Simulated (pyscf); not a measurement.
# Hydrogen abstraction: fluoromethane (H₃C–F) + methyl (CH₃•) → •H₂C–F + methane (CH₄)

Gas phase, doublet surface, charge 0. Bonds broken: C1–H3. Bonds formed: H3–C6. PySCF, gas phase, ωB97X-D3(BJ)/def2-SVP geometries. Correlated levels are frozen-core, on RHF or UHF. ΔMP2 is the change of the MP2 total energy from the triple- to the quadruple-zeta basis.

Transition state (Å):

```xyz
9

C      0.1338     0.3066    -0.7159
F      1.2371     1.0390    -0.4171
H     -0.5225     0.1356     0.4129
H     -0.5401     0.8521    -1.3961
H      0.4034    -0.6973    -1.0816
C     -1.0686     0.0546     1.6754
H     -1.9063    -0.6497     1.5941
H     -0.2450    -0.3094     2.3022
H     -1.3765     1.0809     1.9117
```

One imaginary mode, 1807i cm⁻¹; descent along it reached the two sides named.

```tsv
bond	change	reactant side (Å)	saddle	product side
C1–H3	breaks	1.102	1.317	3.0
H3–C6	forms	3.1	1.378	1.098
```

Electronic energies relative to the separated reactants (kcal/mol):

```tsv
level	barrier	reaction energy	reverse barrier
ωB97X-D3(BJ)/def2-TZVP	13.3	-5.2	18.4
PBE/def2-TZVP	7.1	-6.4	13.5
r²SCAN/def2-TZVP	11.0	-4.9	15.9
B3LYP-D3(BJ)/def2-TZVP	11.6	-5.0	16.6
PBE0-D3(BJ)/def2-TZVP	10.8	-5.2	16.0
M06-2X/def2-TZVP	14.6	-4.5	19.1
ωB97M-D3(BJ)/def2-TZVP	14.4	-4.9	19.3
HF/def2-TZVP	29.5	-1.6	31.2
MP2/def2-QZVPP	17.4	-3.8	21.1
CCSD/def2-TZVPP	18.2	-3.4	21.5
CCSD(T)/def2-TZVPP	16.1	-3.8	20.0
CCSD(T)/def2-TZVPP + ΔMP2(QZVPP)	16.1	-3.7	19.8
```

With CCSD(T)/def2-TZVPP + ΔMP2(QZVPP) energies and thermal terms (ideal gas, 1 atm, RRHO with modes under 100 cm⁻¹ raised to 100, one conformer, R ln 2 for chiral ones without a mode under 150 cm⁻¹), in kcal/mol:

| T (K) | ΔH‡ | ΔG‡ | ΔH | ΔG |
|---|---|---|---|---|
| 298 | 14.5 | 22.5 | -3.4 | -3.7 |
| 600 | 14.8 | 30.6 | -3.5 | -4.0 |
| 900 | 15.6 | 38.4 | -3.6 | -4.2 |
| 1200 | 16.5 | 45.8 | -3.6 | -4.3 |

One saddle was located; it need not be the lowest between these sides. The angle at the transferred H is 172°. The CCSD(T) − MP2 part came from Ansatz, without density fitting, on the same reference.
